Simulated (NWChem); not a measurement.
All runs are NWChem calculations. System: tetrafluoroethylene (C2F4), charge 0, spin multiplicity 1, at a geometry optimised with PBE0/def2-SVP. Level: RHF/6-31G* (spherical d).

Job file:

```
start mol
memory heap 200 mb stack 900 mb global 1100 mb
geometry units angstroms nocenter noautoz
  F      1.095496     0.000000     1.380695
  C      0.000000     0.000000     0.664677
  F     -1.095496     0.000000     1.380695
  C      0.000000     0.000000    -0.664677
  F     -1.095496     0.000000    -1.380695
  F      1.095496     0.000000    -1.380695
  symmetry group D2h
end
basis spherical
  * library 6-31g*
end
scf
  rhf
  nopen 0
  maxiter 100
  thresh 1e-7
  semidirect memsize 60000000 filesize 0
end
task scf energy
```

Part of the output:

```
             Northwest Computational Chemistry Package (NWChem) 7.3.0
             --------------------------------------------------------

                                NWChem Input Module
                                -------------------

 Scaling coordinates for geometry "geometry" by  1.889725989
 (inverse scale =  0.529177249)

 Turning off AUTOSYM since
 SYMMETRY directive was detected!

                             Geometry "geometry" -> ""
                             -------------------------

 Output coordinates in angstroms (scale by  1.889725989 to convert to a.u.)

  No.       Tag          Charge          X              Y              Z
 ---- ---------------- ---------- -------------- -------------- --------------
    1 F                    9.0000     1.09549600     0.00000000     1.38069500
    2 C                    6.0000     0.00000000     0.00000000     0.66467700
    3 F                    9.0000    -1.09549600     0.00000000     1.38069500
    4 C                    6.0000     0.00000000     0.00000000    -0.66467700
    5 F                    9.0000    -1.09549600     0.00000000    -1.38069500
    6 F                    9.0000     1.09549600     0.00000000    -1.38069500

 Effective nuclear repulsion energy (a.u.)     245.4220696291

            Nuclear Dipole moment (a.u.)
            ----------------------------
        X                 Y               Z
 ---------------- ---------------- ----------------
     0.0000000000     0.0000000000     0.0000000000

      Symmetry information
      --------------------

 Group name             D2h
 Group number             26
 Group order               8
 No. of unique centers     2

      Symmetry unique atoms

     1    2


 Summary of "ao basis" -> "" (spherical)
 ------------------------------------------------------------------------------
       Tag                 Description            Shells   Functions and Types
 ---------------- ------------------------------  ------  ---------------------
 *                           6-31g*                   on all atoms

 Summary of "ao basis" -> "ao basis" (spherical)
 ------------------------------------------------------------------------------
       Tag                 Description            Shells   Functions and Types
 ---------------- ------------------------------  ------  ---------------------
 F                           6-31g*                  6       14   3s2p1d
 C                           6-31g*                  6       14   3s2p1d

                                 NWChem SCF Module
                                 -----------------

  ao basis        = "ao basis"
  functions       =    84
  atoms           =     6
  closed shells   =    24
  open shells     =     0
  charge          =   0.00
  wavefunction    = RHF
  use symmetry    = T
  symmetry adapt  = T

 Summary of "ao basis" -> "ao basis" (spherical)
 ------------------------------------------------------------------------------
       Tag                 Description            Shells   Functions and Types
 ---------------- ------------------------------  ------  ---------------------
 F                           6-31g*                  6       14   3s2p1d
 C                           6-31g*                  6       14   3s2p1d

      Symmetry analysis of basis
      --------------------------

        ag         17
        au          5
        b1g         5
        b1u        17
        b2g        13
        b2u         7
        b3g         7
        b3u        13
[...]
    26 b3u        27 b1u        28 ag         29 b1u        30 b2g
    31 b2u        32 ag         33 b3u        34 ag

             Final eigenvalues
             -----------------

              1
    1  -26.3634
    2  -26.3633
    3  -26.3633
    4  -26.3633
    5  -11.4446
    6  -11.4429
    7   -1.7273
    8   -1.7116
    9   -1.6636
   10   -1.6531
   11   -1.0932
   12   -0.9128
   13   -0.8597
   14   -0.8383
   15   -0.7997
   16   -0.7861
   17   -0.7581
   18   -0.7319
   19   -0.7084
   20   -0.7024
   21   -0.6874
   22   -0.6712
   23   -0.6643
   24   -0.3879
   25    0.2002
   26    0.2753
   27    0.3451
   28    0.3506
   29    0.5777
   30    0.6710
   31    0.6774
   32    0.7019
   33    0.7241
   34    0.7857

                       ROHF Final Molecular Orbital Analysis
                       -------------------------------------

 Vector   22  Occ=2.000000D+00  E=-6.712039D-01  Symmetry=b2g
              MO Center=  2.8D-17,  3.7D-31,  1.2D-16, r^2= 3.5D+00
   Bfn.  Coefficient  Atom+Function         Bfn.  Coefficient  Atom+Function
  ----- ------------  ---------------      ----- ------------  ---------------
     3      0.257728  1 F  px                31      0.257728  3 F  px
    59     -0.257728  5 F  px                73     -0.257728  6 F  px
     5     -0.229853  1 F  pz                33      0.229853  3 F  pz
    61      0.229853  5 F  pz                75     -0.229853  6 F  pz
     7      0.179565  1 F  px                35      0.179565  3 F  px

 Vector   23  Occ=2.000000D+00  E=-6.643172D-01  Symmetry=ag
              MO Center= -1.0D-17, -1.8D-15, -7.0D-17, r^2= 3.0D+00
   Bfn.  Coefficient  Atom+Function         Bfn.  Coefficient  Atom+Function
  ----- ------------  ---------------      ----- ------------  ---------------
     5      0.300858  1 F  pz                33      0.300858  3 F  pz
    61     -0.300858  5 F  pz                75     -0.300858  6 F  pz
    19     -0.235601  2 C  pz                47      0.235601  4 C  pz
     9      0.221941  1 F  pz                37      0.221941  3 F  pz
    65     -0.221941  5 F  pz                79     -0.221941  6 F  pz

 Vector   24  Occ=2.000000D+00  E=-3.879423D-01  Symmetry=b2u
              MO Center=  8.1D-16, -7.8D-16, -6.3D-15, r^2= 1.8D+00
   Bfn.  Coefficient  Atom+Function         Bfn.  Coefficient  Atom+Function
  ----- ------------  ---------------      ----- ------------  ---------------
    18      0.406043  2 C  py                46      0.406043  4 C  py
    22      0.256858  2 C  py                50      0.256858  4 C  py
     4     -0.196447  1 F  py                32     -0.196447  3 F  py
    60     -0.196447  5 F  py                74     -0.196447  6 F  py
     8     -0.182080  1 F  py                36     -0.182080  3 F  py

 Vector   25  Occ=0.000000D+00  E= 2.002450D-01  Symmetry=b3g
              MO Center= -7.2D-17,  3.0D-16,  6.4D-15, r^2= 1.9D+00
   Bfn.  Coefficient  Atom+Function         Bfn.  Coefficient  Atom+Function
  ----- ------------  ---------------      ----- ------------  ---------------
    22      0.636782  2 C  py                50     -0.636782  4 C  py
    18      0.486015  2 C  py                46     -0.486015  4 C  py
     8     -0.180765  1 F  py                36     -0.180765  3 F  py
    64      0.180765  5 F  py                78      0.180765  6 F  py
     4     -0.157695  1 F  py                32     -0.157695  3 F  py

 Vector   26  Occ=0.000000D+00  E= 2.753293D-01  Symmetry=b3u
              MO Center= -2.7D-17,  1.0D-17,  6.7D-18, r^2= 2.0D+00
   Bfn.  Coefficient  Atom+Function         Bfn.  Coefficient  Atom+Function
  ----- ------------  ---------------      ----- ------------  ---------------
    21      0.618141  2 C  px                49      0.618141  4 C  px
     6     -0.380408  1 F  s                 34      0.380408  3 F  s
    62      0.380408  5 F  s                 76     -0.380408  6 F  s
    17      0.332399  2 C  px                45      0.332399  4 C  px
     9      0.234806  1 F  pz                37     -0.234806  3 F  pz

 Vector   27  Occ=0.000000D+00  E= 3.450518D-01  Symmetry=b1u
              MO Center= -3.3D-17, -6.8D-17,  9.3D-16, r^2= 2.8D+00
   Bfn.  Coefficient  Atom+Function         Bfn.  Coefficient  Atom+Function
  ----- ------------  ---------------      ----- ------------  ---------------
    20      1.240484  2 C  s                 48     -1.240484  4 C  s
     6     -0.532106  1 F  s                 34     -0.532106  3 F  s
    62      0.532106  5 F  s                 76      0.532106  6 F  s
    23      0.462764  2 C  pz                51      0.462764  4 C  pz
     7      0.341363  1 F  px                35     -0.341363  3 F  px

 center of mass
 --------------
 x =   0.00000000 y =   0.00000000 z =   0.00000000

 moments of inertia (a.u.)
 ------------------
         555.197338933472           0.000000000000           0.000000000000
           0.000000000000         880.881233261891           0.000000000000
           0.000000000000           0.000000000000         325.683894328419

  Mulliken analysis of the total density
  --------------------------------------

    Atom       Charge   Shell Charges
 -----------   ------   -------------------------------------------------------
    1 F    9     9.37   2.00  0.93  3.29  1.05  2.08  0.02
    2 C    6     5.26   2.00  0.64  1.84  0.23  0.42  0.13
    3 F    9     9.37   2.00  0.93  3.29  1.05  2.08  0.02
    4 C    6     5.26   2.00  0.64  1.84  0.23  0.42  0.13
    5 F    9     9.37   2.00  0.93  3.29  1.05  2.08  0.02
    6 F    9     9.37   2.00  0.93  3.29  1.05  2.08  0.02

       Multipole analysis of the density wrt the origin
       ------------------------------------------------

     L   x y z        total         open         nuclear
     -   - - -        -----         ----         -------
     0   0 0 0     -0.000000      0.000000     48.000000

     1   1 0 0     -0.000000      0.000000      0.000000
     1   0 1 0      0.000000      0.000000      0.000000
     1   0 0 1      0.000000      0.000000      0.000000

     2   2 0 0    -23.901116      0.000000    154.284311
     2   1 1 0     -0.000000      0.000000      0.000000
     2   1 0 1     -0.000000      0.000000      0.000000
     2   0 2 0    -21.309014      0.000000      0.000000
     2   0 1 1      0.000000      0.000000      0.000000
     2   0 0 2    -23.830488      0.000000    264.005281

 Task  times  cpu:        1.1s     wall:        1.1s

 Total times  cpu:        1.1s     wall:        1.1s
```
